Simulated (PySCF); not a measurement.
Isomers of C4H4O2.

All values: PBE0/pcSseg-1 (PySCF) at PBE0-D3(BJ)/def2-SVP geometries, gas phase, one conformer each. Dipoles and anisotropies that the point group forbids are given as zero.

Problem. Rank by HOMO–LUMO gap, highest first.
A. 1,4-dioxin, `C1=COC=CO1`
B. `[O:1]=[C:2]([OH:3])[CH:4]1[CH:5]=[CH:6]1` with O1–C2–O3–H 0°, O1–C2–C4–C5 29°
C. 2(3H)-furanone, `O=C1CC=CO1`
D. `[CH:1]#[C:2][CH2:3][C:4](=[O:5])[OH:6]` with C2–C3–C4–O5 -150°, C3–C4–O6–H 178° (3-butynoic acid)

Solution. D (7.85 eV), B (7.32 eV), C (6.75 eV), A (5.26 eV).

Problem. Rank by the lowest IAO charge on any atom, highest value first.
A. 1,4-dioxin, `C1=COC=CO1`
B. `[O:1]=[C:2]([OH:3])[CH:4]1[CH:5]=[CH:6]1` with O1–C2–O3–H 0°, O1–C2–C4–C5 29°
C. 2(3H)-furanone (`C1=COC(C1)=O`)
D. `[CH:1]#[C:2][CH2:3][C:4](=[O:5])[OH:6]` with C2–C3–C4–O5 -150°, C3–C4–O6–H 178° (3-butynoic acid)

Solution. A (-0.316 e), C (-0.411 e), D (-0.465 e), B (-0.481 e).

Problem. Rank by the lowest Hirshfeld charge on any atom, highest value first.
A. `[OH:1][c:2]1[cH:3][cH:4][cH:5][o:6]1` with H–O1–C2–C3 179°
B. `[CH:1]#[C:2][CH2:3][C:4](=[O:5])[OH:6]` with C2–C3–C4–O5 -150°, C3–C4–O6–H 178° (3-butynoic acid)
C. 1,4-dioxin (`C1=COC=CO1`)
D. 2(3H)-furanone (`O=C1CC=CO1`)
E. `[O:1]=[C:2]([OH:3])[CH:4]1[CH:5]=[CH:6]1` with O1–C2–O3–H 0°, O1–C2–C4–C5 29°

Solution. C (-0.117 e), A (-0.180 e), D (-0.253 e), B (-0.271 e), E (-0.289 e).

All values together:

```csv
SMILES,μ (D),HOMO (eV),LUMO (eV),lowest IAO charge (e),highest IAO charge (e),lowest Hirshfeld charge (e),highest Hirshfeld charge (e)
C1=COC=CO1,0.00,-5.47,-0.22,-0.316 (O),+0.175 (H),-0.117 (O),+0.064 (H)
C#CCC(=O)O,1.30,-7.85,0.00,-0.465 (O),+0.545 (C),-0.271 (O),+0.223 (C)
O=C(O)C1C=C1,1.46,-7.68,-0.36,-0.481 (O),+0.514 (C),-0.289 (O),+0.196 (C)
Oc1ccco1,1.06,-6.00,0.71,-0.459 (O),+0.377 (H),-0.180 (O),+0.190 (H)
O=C1CC=CO1,3.89,-7.32,-0.57,-0.411 (O),+0.527 (C),-0.253 (O),+0.217 (C)
```

Conformers: `[CH:1]#[C:2][CH2:3][C:4](=[O:5])[OH:6]` with C2–C3–C4–O5 -150°, C3–C4–O6–H 178°; `[O:1]=[C:2]([OH:3])[CH:4]1[CH:5]=[CH:6]1` with O1–C2–O3–H 0°, O1–C2–C4–C5 29°; `[OH:1][c:2]1[cH:3][cH:4][cH:5][o:6]1` with H–O1–C2–C3 179°.
